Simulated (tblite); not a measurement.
# CH5NO2S: the cost of one run

Programs: tblite 0.8.0 and PySCF 2.14.0. All values are calculated, for the isolated system unless a continuum is named. Atoms count from 0, parts from 1.

## 1. Starting point

10 atoms, charge 0, multiplicity 1; geometry: rigid parts in contact. Parts: 1 = atoms 0–2, `O=S=O`, charge 0; 2 = atoms 3–9, `CN`, charge 0.

## 2. Search for minima with GFN2-xTB

Job settings and geometry (Å):

```
{"job": {"kind": "dock", "xc": "GFN2-xTB", "basis": "xTB"}, "charge": 0, "multiplicity": 1, "parts": [{"atoms": "0-2", "charge": 0, "multiplicity": 1}, {"atoms": "3-9", "charge": 0, "multiplicity": 1}]}
O     -1.210760    -0.189639    -0.215860
S     -0.014596     0.318847     0.390343
O      1.225357    -0.129208    -0.174483
C     -2.117830     2.916733    -0.777514
N     -1.455594     4.162466    -0.432020
H     -2.867333     2.698592    -0.017578
H     -2.611847     2.921370    -1.759939
H     -1.377890     2.117253    -0.769810
H     -2.124323     4.925694    -0.425045
H     -0.744845     4.384115    -1.121603
```

Level: GFN2-xTB search for minima from random contacts, gas phase.

Launch:

```
$ OMP_NUM_THREADS=1 python cluster_run.py task.json out
```

One launch serves the whole session: the jobs run in the order shown.

**Question.** How long does this first job take on 1 thread of Intel Xeon Platinum 8375C at 2.90GHz, shared host?

About 11 s.
